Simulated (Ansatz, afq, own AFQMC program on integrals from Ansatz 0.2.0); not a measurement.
AuSiH3, singlet: AFQMC among the cluster methods

```xyz
5

Au   -0.2593    0.0017    0.0015
Si    1.5927   -0.0102   -0.0089
H     2.0869   -1.4124   -0.0066
H     2.1072    0.6904    1.1972
H     2.0935    0.6816   -1.2258
```

Connectivity, by distances: Au–SiH3.

Basis def2-SVP with its core potentials. Only valence electrons are correlated. AFQMC by an in-house program on the Cholesky factors that Ansatz 0.2.0 writes for its CCSD(T) run. ph-AFQMC/CISD is guided by a CISD state made of CCSD amplitudes; releasing the constraint for a short imaginary time cuts its bias at the price of noise, slowly where states lie close. ± is one standard error of the sampling. No spin–orbit coupling. The metal's outer-core s and p shells are frozen, which shifts wave-function levels against functionals.

Determinant: RHF, the one that the program's search chose, which needn't be the lowest solution. The geometry is a point of a scan.

No full CI on the walks' own integrals is used here; CCSDT(Q) serves as the reference and is uncertain by about the last step of the cluster series.

Cautions: no spin-orbit coupling; outer-core shells of the metal frozen; higher spins were not checked.

- T1 diagnostic: 0.0153
- weight of the determinant in the CISD state: 0.854
- size of the correlated space: 18 electrons in 56 orbitals

Reference: CCSDT(Q), correlation energy -11.674 eV. The released energy is read at 2.60 1/Eh (meV from the phaseless value at times in 1/Eh: -2 ± 4 at 0.24, -8 ± 5 at 0.60, -15 ± 6 at 1.20, -3 ± 9 at 1.80, -1 ± 12 at 2.60).

```json
{"level": "HF", "E − E(reference) (meV)": "11674.2", "share of correlation (%)": "0.00"}
{"level": "MP2", "E − E(reference) (meV)": "156.6", "share of correlation (%)": "98.66"}
{"level": "CCSD", "E − E(reference) (meV)": "299.6", "share of correlation (%)": "97.43"}
{"level": "CCSD(T)", "E − E(reference) (meV)": "19.7", "share of correlation (%)": "99.83"}
{"level": "CCSDT", "E − E(reference) (meV)": "18.8", "share of correlation (%)": "99.84"}
{"level": "ph-AFQMC/HF", "E − E(reference) (meV)": "-59.6 ± 31.0", "share of correlation (%)": "100.51"}
{"level": "ph-AFQMC/CISD", "E − E(reference) (meV)": "2.8 ± 6.2", "share of correlation (%)": "99.98"}
{"level": "released AFQMC", "E − E(reference) (meV)": "1.6 ± 11.9", "share of correlation (%)": "99.99"}
```

A walk keeps the symmetry of its determinant, which the program's search chose and which needn't be the lowest solution, so a lower state of the same spin and another symmetry isn't excluded. Released energies are given only where the last usable release times agree within the noise; a slower fall can still hide under it.
